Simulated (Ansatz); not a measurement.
This script for Ansatz 0.2.0 through its Python package starts 3 runs on C2H7Al, SMILES C[CH2][AlH2]. What input does the engine get in each?

`methods_c2h7al.py`
```python
"""C2H7Al at several levels of theory."""

import ansatz as az

c2h7al = (
    az.Crystal.molecule()
    .atom("C", (-0.952, 0.326, -0.6072))
    .atom("C", (-0.128, -0.7686, -0.1123))
    .atom("Al", (1.4122, -0.0711, 0.9048))
    .atom("H", (-1.7853, -0.0368, -1.1882))
    .atom("H", (-0.4174, 1.0264, -1.3128))
    .atom("H", (-1.393, 0.9816, 0.2319))
    .atom("H", (0.2772, -1.3581, -0.9672))
    .atom("H", (-0.681, -1.4108, 0.5452))
    .atom("H", (1.157, 0.5878, 2.3926))
    .atom("H", (2.5933, 0.6724, 0.116))
)

model = c2h7al.calculation().basis(gaussian="cc-pVDZ")

methods = ["mp2", "ccsd", "ccsd_t"]
reports = [model.correlation(m).run(threads=1, backend="cpu").report for m in methods]
print(f"Hartree-Fock reference {reports[0]['reference_energy_ev'] / 27.211386246:.6f} Ha")
best = reports[-1]["free_energy_ev"] - reports[-1]["reference_energy_ev"]
for method, each in zip(methods, reports):
    gained = each["free_energy_ev"] - each["reference_energy_ev"]
    print(f"{method:8s} total {each['free_energy_ev'] / 27.211386246:.6f} Ha  correlation {gained:9.4f} eV  ({100 * gained / best:.1f} % of the last)")
```

Run 1:
```yaml
crystal:
  periodic: [false, false, false]
  atoms:
    - { symbol: C, position_ang: [-0.952, 0.326, -0.6072] }
    - { symbol: C, position_ang: [-0.128, -0.7686, -0.1123] }
    - { symbol: Al, position_ang: [1.4122, -0.0711, 0.9048] }
    - { symbol: H, position_ang: [-1.7853, -0.0368, -1.1882] }
    - { symbol: H, position_ang: [-0.4174, 1.0264, -1.3128] }
    - { symbol: H, position_ang: [-1.393, 0.9816, 0.2319] }
    - { symbol: H, position_ang: [0.2772, -1.3581, -0.9672] }
    - { symbol: H, position_ang: [-0.681, -1.4108, 0.5452] }
    - { symbol: H, position_ang: [1.157, 0.5878, 2.3926] }
    - { symbol: H, position_ang: [2.5933, 0.6724, 0.116] }
basis:
  gaussian:
    orbitals: cc-pVDZ
correlation:
  method: mp2
```

Run 2, against run 1:
```diff
-  method: mp2
+  method: ccsd
```

Run 3, against run 1:
```diff
-  method: mp2
+  method: ccsd_t
```

```console
$ python methods_c2h7al.py
Hartree-Fock reference -321.692054 Ha
mp2      total -322.057512 Ha  correlation   -9.9446 eV  (85.9 % of the last)
ccsd     total -322.106662 Ha  correlation  -11.2821 eV  (97.4 % of the last)
ccsd_t   total -322.117524 Ha  correlation  -11.5776 eV  (100.0 % of the last)
```

Reading the output:
- Total energies depend on the basis set; only differences at equal settings carry meaning.
- The geometry is a force-field or estimated start, not a minimum of this method, and the basis set is short of its limit. A lower total doesn't mark the better method: functionals have no common bound, and MP2 and coupled cluster aren't variational.
- Inner cores stay frozen, so this is valence correlation.
- For Al to Cl the sets with a tight d function, cc-pV(X+d)Z, are usual.
- Hardware and time: 5.1 s on 1 thread of Intel(R) Xeon(R) 6975P-C (Granite Rapids), with other jobs on the host, peak memory 0.3 GiB.

(Lines on the test bed's own set-up are left out of the output.)
